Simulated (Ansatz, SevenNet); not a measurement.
Voigt–Reuss–Hill shear modulus (GPa) of solids drawn from the class of elemental solids other than molecular ones, at two levels: the machine-learned potential SevenNet-0 (trained on PBE and PBE+U data), and r²SCAN in Ansatz (plane waves, PAW).

| solid | SevenNet-0 | r²SCAN | shift (%) |
|---|---|---|---|
| bcc K | 2.52 | 1.23 | -51 |
| double-hcp La | 4.37 | 13.8 | +216 |
| fcc Sr | 7.38 | 5.19 | -30 |
| hcp Tc | 40.8 | 146 | +258 |
| fcc Ag | 15.7 | 29.8 | +90 |
| fcc Pd | 45.0 | 39.5 | -12.2 |
| hcp Be | 43.6 | 173 | +297 |
| bcc Li | 5.14 | 5.01 | -2.5 |
| hcp Mg | 10.2 | 23.9 | +134 |
| hcp Cd | 3.45 | 24.7 | +616 |

The shifts run from -51 % to +616 %, with a median of +112 %.

Over all 10 rows r²SCAN is the larger in 6.

Ansatz's runs of these crystals have no spin polarisation. Meta-GGA and hybrid levels favour moments, which can bear on fcc Pd.

Spin–orbit coupling is left out, also for the solids with elements from indium on (double-hcp La); its size isn't shown.

Each level is taken at its own relaxed cell. Ansatz's density-functional and Hartree–Fock values are scalar-relativistic unless marked +SOC, with PAW data made under PBE.

Ansatz is an electronic-structure program.
